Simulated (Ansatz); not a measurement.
Basis sets compared for MgAl2⁻. Total charge -1; doublet. Geometry PBE0-D4/def2-TZVPD. Ansatz on 4 threads of Arm Neoverse N1 on a shared host; times are rough, and most runs start from earlier orbitals.

```xyz
3

Al    0.5829    1.0858   -0.8425
Al   -0.4238   -1.2238   -0.7426
Mg   -0.1591    0.1381    1.5850
```

At PBE-D4/def2-SVPD, PBE-D4/def2-TZVPD the highest occupied level of the charge -1 doublet lies above zero (up to 0.56 eV). By energy differences its removal costs 1.29 eV (vertical, to the charge 0 triplet, at PBE0-D4/def2-TZVPD). The structure comes from a short search, and lower isomers may exist.

| level | functions | energy (Eh) | HOMO (eV) | LUMO (eV) | wall time |
| --- | --- | --- | --- | --- | --- |
| PBE-D4/def2-SVPD | 69 | -684.3154 | 0.56 | 0.93 | 2.2 s |
| PBE0-D4/def2-SVPD | 69 | -684.3697 | -0.03 | 1.49 | 3.4 s |

**Question.** Estimate the rows for PBE-D4/def2-TZVPD, PBE0-D4/def2-TZVPD (with forces).

**Answer.** 
| level | functions | energy (Eh) | HOMO (eV) | LUMO (eV) | wall time |
| --- | --- | --- | --- | --- | --- |
| PBE-D4/def2-TZVPD | 121 | -684.5560 | 0.55 | 0.96 | 4.9 s |
| PBE0-D4/def2-TZVPD (with forces) | 121 | -684.6079 | -0.03 | 1.52 | 25 s |
